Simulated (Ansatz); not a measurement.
# AlFH₅N (built from SMILES F.[NH2][AlH2]): functionals against CCSD(T) at one geometry

The task here is to estimate one member of a computed series from the others.

Program: Ansatz 0.2.0, Gaussian basis. Level of theory: single points in def2-TZVPP. These are calculated values, not measurements.

Cores are frozen in the correlated methods. B3LYP uses VWN-RPA correlation.

**The starting structure**

8 atoms, charge 0, spin multiplicity 1.

Atoms are counted from 1 here; the program's logs count them from 0.

Bond lengths: Al1–N2 2.275 Å, Al1–H3 1.505 Å, Al1–H4 1.480 Å, Al1–F6 2.162 Å, N2–H7 1.004 Å, N2–H8 1.005 Å, H5–F6 1.136 Å. Angles: N2–Al1–H3 114.1°, N2–Al1–H4 113.3°, N2–Al1–F6 69.3°, H3–Al1–H4 126.0°, H3–Al1–F6 106.0°, H4–Al1–F6 113.7°, Al1–N2–H7 126.8°, Al1–N2–H8 120.5°, H7–N2–H8 112.0°, Al1–F6–H5 74.1°.

Coordinates:

```
Al   -0.2990   -1.1140    0.1715
N    -0.3055    1.1361   -0.1636
H    -0.5753   -1.9209   -1.0686
H    -0.6487   -1.5003    1.5570
H     1.0408    0.5348   -0.1593
F     1.7197   -0.3678   -0.0386
H    -0.4615    1.6143   -1.0327
H    -0.2999    1.7683    0.6180
```

The first run:

Input file run/in.yaml:

```yaml
crystal:
  periodic: [false, false, false]
  atoms:
    - {symbol: Al, position_ang: [-0.299000, -1.114000, 0.171500]}
    - {symbol: N, position_ang: [-0.305500, 1.136100, -0.163600]}
    - {symbol: H, position_ang: [-0.575300, -1.920900, -1.068600]}
    - {symbol: H, position_ang: [-0.648700, -1.500300, 1.557000]}
    - {symbol: H, position_ang: [1.040800, 0.534800, -0.159300]}
    - {symbol: F, position_ang: [1.719700, -0.367800, -0.038600]}
    - {symbol: H, position_ang: [-0.461500, 1.614300, -1.032700]}
    - {symbol: H, position_ang: [-0.299900, 1.768300, 0.618000]}
basis:
  gaussian: {orbitals: def2-TZVPP}
correlation: {method: ccsd_t}
output: {forces: true}
```

No record of the launch command was kept for these runs.

Among the steps run: CCSD(T)/def2-TZVPP; PBE0-D4/def2-TZVPP; wB97M-V/def2-TZVPP; r2SCAN-D4/def2-TZVPP; PBE-D4/def2-TZVPP; BHLYP-D4/def2-TZVPP; B3LYP-D4/def2-TZVPP.

One table of the session follows, with a row left open; its other results are not shown here.

```
   method  RMS force component (eV/Å)  angle to CCSD(T) forces (°)  dipole (D)
  CCSD(T)                       1.269                    reference        1.56
  PBE0-D4                       1.255                          2.4        1.59
  wB97M-V                       1.204                          2.1        1.54
r2SCAN-D4                           ?                            ?           ?
   PBE-D4                       1.241                          9.4        1.60
 BHLYP-D4                       1.228                          7.0        1.60
 B3LYP-D4                       1.195                          3.7        1.59
```

Estimate the missing values for r2SCAN-D4.

The run gave: RMS force component (eV/Å): 1.253; angle to CCSD(T) forces (°): 4.5; dipole (D): 1.60. In the column «RMS force component (eV/Å)» it lies between PBE-D4 (1.241) and PBE0-D4 (1.255).
